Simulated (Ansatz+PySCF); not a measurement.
Two shapes of singlet PH3.

Shape 1:

```xyz
4

P     0.0000    0.0000    0.1302
H     1.1965    0.0000   -0.6509
H    -0.5983    1.0362   -0.6509
H    -0.5983   -1.0362   -0.6509
```

Shape 2:

```xyz
4

P     0.0274   -0.0371    0.1495
H     1.1948   -0.0001   -0.6009
H    -0.6180    1.0376   -0.6968
H    -0.6345   -1.0155   -0.6784
```

Basis set: def2-SVP (spherical functions). Correlated methods keep 5 orbitals frozen. Charge 0, multiplicity 1.

Computed with Ansatz (development build ahead of 0.2.0); each method stands on the lowest determinant of its kind that the runs found.

Question: Which shape is lower in energy, and by how much in each method?

Answer:

```
              method  E(2) − E(1) (eV)
         RHF-CCSD(T)             0.111
         UHF-CCSD(T)             0.111
   PBE0 (restricted)             0.104
  ωB97X (restricted)             0.113
ωB97X (unrestricted)             0.113
```

Shape 1 is lower.
